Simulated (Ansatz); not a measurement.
```yaml
crystal:
  periodic: [false, false, false]
  atoms:
    - {symbol: Ge, position_ang: [0.000000, 0.000000, -1.489832]}
    - {symbol: O, position_ang: [0.000000, 0.000000, 0.091027]}
    - {symbol: O, position_ang: [0.000000, 0.000000, 1.398805]}
basis:
  gaussian: {orbitals: def2-TZVP}
hamiltonian: {xc: pbe0}
relax: {f_tol: 0.004, max_steps: 80}
```

```sh
$ ansatz run in.yaml --threads 1 --pin off --events-out ev --progress --plain --max-ram 2176MiB
```

Steps of the relaxation (energy above the last step; positions in Å, forces in eV/Å):

```
3
step 1, 180.8 meV
Ge    0.000    0.000   -1.490    0.000    0.000   -4.270
O     0.000    0.000    0.091    0.000    0.000    4.446
O     0.000    0.000    1.399    0.000    0.000   -0.177
```

```
3
step 2, 41.4 meV
Ge    0.000    0.000   -1.520    0.000    0.000   -1.805
O     0.000    0.000    0.107    0.000    0.000    2.112
O     0.000    0.000    1.413    0.000    0.000   -0.306
```

```
3
step 3, 1.6 meV
Ge    0.000    0.000   -1.543    0.000    0.000   -0.261
O     0.000    0.000    0.122    0.000    0.000    0.460
O     0.000    0.000    1.420    0.000    0.000   -0.199
```

```
3
step 5, 0.0 meV
Ge    0.000    0.000   -1.546    0.000    0.000    0.000
O     0.000    0.000    0.127    0.000    0.000    0.000
O     0.000    0.000    1.419    0.000    0.000    0.000
```

Close pairs at the end: O2–O3 1.292 Å, Ge1–O2 1.673 Å.

A stationary point of restricted PBE0 after 5 steps (its stability towards spin polarisation wasn't tested); no frequencies were run, so it isn't proven a minimum. 12 s on 1 thread of Arm Neoverse V2, shared host.
